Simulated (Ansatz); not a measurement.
Coupled-cluster run, CH3ClO3, SMILES `OC(O)(O)Cl`.

```yaml
crystal:
  periodic: [false, false, false]
  atoms:
    - {symbol: O, position_ang: [-0.843799, 0.181302, 1.046053]}
    - {symbol: C, position_ang: [0.034271, -0.022539, 0.037581]}
    - {symbol: O, position_ang: [1.151934, 0.719196, 0.211531]}
    - {symbol: O, position_ang: [0.338131, -1.335172, -0.081805]}
    - {symbol: Cl, position_ang: [-0.790746, 0.534730, -1.576347]}
    - {symbol: H, position_ang: [-1.059596, 1.119958, 1.081056]}
    - {symbol: H, position_ang: [1.738530, 0.572280, -0.538927]}
    - {symbol: H, position_ang: [-0.476526, -1.826855, -0.234941]}
basis:
  gaussian: {orbitals: def2-SVP}
correlation: {method: ccsd_t}
```

```sh
$ ansatz run in.yaml --threads 2 --pin off --events-out ev --progress --plain --max-ram 4352MiB
```

Output of Ansatz, abridged:

```
Functional definition: HF
854 factors; integrals over basis functions are off by at most 1.4e-3 eV
mean field evaluation 1: about -19679.2189 eV, gradient 4.7e1 eV
mean field evaluation 2: about -19679.2249 eV, gradient 4.7e1 eV
mean field evaluation 4: about -19683.5438 eV, gradient 3.2e0 eV
mean field evaluation 8: about -19683.5796 eV, gradient 1.9e-4 eV
mean field -19683.57964668 eV, -723.3582100061 hartree, gradient 2.6e-6 eV, S^2 0.000000; 0 other end points of the search recorded, 0 dependent functions left out
9 core orbitals not correlated: weight in the atoms' cores, before any rotation towards them, 1.000 or more for the frozen orbitals, at most 0.000 for the correlated occupied ones
reference -19683.57964668 eV, -723.3582100061 hartree; 16, 16 occupied and 64, 64 virtual orbitals, 854 factors
second order -22.44986286 eV of doubles, -0.00000000 eV of singles
cycle   1  -22.64890141 eV  change   -2.0e-1 eV  update   9.4e-2
cycle   2  -23.10604737 eV  change   -4.6e-1 eV  update   2.6e-2
cycle   3  -23.22303808 eV  change   -1.2e-1 eV  update   1.3e-2
cycle   4  -23.21624955 eV  change    6.8e-3 eV  update   2.7e-3
cycle   5  -23.21594357 eV  change    3.1e-4 eV  update   1.2e-3
cycle   6  -23.21627735 eV  change   -3.3e-4 eV  update   4.1e-4
cycle   7  -23.21597642 eV  change    3.0e-4 eV  update   1.6e-4
cycle   8  -23.21591739 eV  change    5.9e-5 eV  update   4.9e-5
cycle   9  -23.21593936 eV  change   -2.2e-5 eV  update   1.7e-5
perturbative correction -0.57631079 eV, -0.0211790310 hartree
Total energy: -19707.37189684 eV, -724.2325590723 hartree
```

It took 5.5 s on 2 threads of an Arm Neoverse V1 on a shared host, with 0.32 GiB of host memory at the peak.

The correlation energy is -23.792 eV, 2.4 % of it from (T); the T1 diagnostic reads 0.0107.
